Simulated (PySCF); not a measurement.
LiS⁻: one state, many levels of theory

State: ¹Σ⁺ (singlet), closed shell. Set-up: basis Li aug-pcseg-1, S aug-pcseg-1; no relativity; PySCF 2.14. De refers to Li + S⁻ in their high-spin ground configurations, without counterpoise correction. A positive dipole points towards S; it is taken about the centre of mass and depends on that origin.

```
      Level  Re (Å)  ωe (cm⁻¹)  De (eV)  μ (D)
        RHF   2.059        677      n/a  -6.67
    RHF-MP2   2.087        615      n/a    n/a
RHF-SCS-MP2   2.082        619      n/a    n/a
   RHF-CCSD   2.073        632      n/a    n/a
RHF-CCSD(T)   2.091        603      n/a    n/a
        LDA   2.055        644     2.87  -4.46
        PBE   2.081        621     2.44  -4.25
     PBEsol   2.076        625     2.58  -4.32
     r²SCAN   2.077        636     2.36  -4.91
       PBE0   2.059        654     2.25  -5.31
        M06   2.066        637     2.43  -4.86
```

The bond length runs from 2.055 Å (LDA) to 2.091 Å (RHF-CCSD(T)). De spans 2.25 eV (PBE0, global hybrid GGA) to 2.87 eV (LDA, local density).

Correlated steps freeze 5 core orbitals. For an ion De counts to the pair picked by the measured ionisation energies or electron affinities, which need not be the lowest pair at this level. The highest Kohn–Sham level is positive in this anion. Much of that is self-interaction error, but it also means that the finite basis helps to hold the extra electron. The CCSD T1 diagnostic is raised, a sign that a single reference may not be enough here.
